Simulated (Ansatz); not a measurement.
# RbCaH3: computed properties

Level of theory: Ansatz, DFT r2SCAN, scalar-relativistic, plane waves, PAW.

Plane waves to 500 eV, a k mesh through Γ of 6×6×6 on the computed 5-atom cell and Gaussian smearing (0.02 eV); no spin polarisation.

The structure is relaxed at this level of theory with its symmetry kept. Whether it is the stable form of this composition wasn't checked.

```
Rb Ca H
1.0
     4.51707    0.00000    0.00000
     0.00000    4.51707    0.00000
     0.00000    0.00000    4.51707
Rb Ca H
1 1 3
Direct
  0.00000 0.00000 0.00000
  0.50000 0.50000 0.50000
  0.00000 0.50000 0.50000
  0.50000 0.00000 0.50000
  0.50000 0.50000 0.00000
```

| Property | Result |
| --- | --- |
| Space group | Pm-3m (No. 221) |
| Volume per atom | 124.4 bohr³ |
| Formation energy from the elements' standard states (uncorrected) | -0.497 eV/atom |
| Generalised Kohn–Sham band gap | 3.77 eV, direct at M |
| Löwdin character of the top 1 eV of the valence band | H 1s 89 %, unprojected 4 % |
| Electron masses at the edge by Cartesian direction of the standard setting (m_e; degenerate bands sorted by energy; no spin-orbit coupling) | x: 0.69; y: 0.45; z: 0.45 |
| Hole masses at the edge by Cartesian direction of the standard setting (m_e; degenerate bands sorted by energy; no spin-orbit coupling) | x: 3.8, 3.8; y: 1.8, 0.97; z: 1.8, 0.97 |
| Bulk modulus | 25.7 GPa |
| Its pressure derivative | 3.7 |
| Bader charges (e) | Rb (1 in the cell) 0.79, Ca (1 in the cell) 1.51, H (3 in the cell) -0.77 |

Cost: 8 runs of about 3.4 core-minutes in all, on AMD EPYC (Zen 3) (shared hosts).